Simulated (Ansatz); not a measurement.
**[Br···H···N], quartet: transfer scan**

Starting geometry:

```yaml
atoms:
  - { symbol: Br, position_ang: [0.0000, 0.0000, -1.5282] }
  - { symbol: H, position_ang: [0.0000, 0.0000, -0.1076] }
  - { symbol: N, position_ang: [0.0000, 0.0000, 1.6358] }
```

From there H2 is moved from one fragment to the other while all else, the fragments' distance too, stays fixed, so the hump isn't the reaction's barrier; atoms are numbered as listed. Energies are in eV, counted from the starting geometry at the same level. Kohn–Sham curves are unrestricted where that lies lower.

Basis cc-pVTZ; Ansatz 0.2.0. Only valence electrons are correlated (noble-gas cores and the filled d shells of p-block atoms frozen). Prefix R: restricted or restricted open-shell reference; prefix U: unrestricted. No spin–orbit coupling is included, and no scalar relativity.

Unrestricted rows (U, and Kohn–Sham where it breaks symmetry) aren't spin-pure: their determinants' ⟨S²⟩ exceeds S(S+1) by up to 0.10, so they mix in states of higher spin.

Functionals correlate the shells that the reference freezes, so part of their error here is the reference's.

Full CI isn't at hand for all of this; UCCSDT(Q) serves as the reference, and is uncertain by about the last step of the cluster series.

```
distance Br1-H2 (Å)  UCCSDT(Q)     PBE  r2SCAN   PBE0  B3LYP  wB97X-V  wB97M-V  B2PLYP  RPA-PBE
              1.421      0.000   0.000   0.000  0.000  0.000    0.000    0.000   0.000    0.000
              1.521      0.115  -0.007   0.041  0.059  0.045    0.093    0.095   0.088    0.116
              1.722      0.557   0.137   0.283  0.349  0.288    0.467    0.475   0.448    0.469
              1.923      0.618   0.061   0.272  0.320  0.219    0.454    0.462   0.431    0.390
              2.124      0.420   0.023   0.214  0.184  0.079    0.259    0.239   0.233    0.189
```
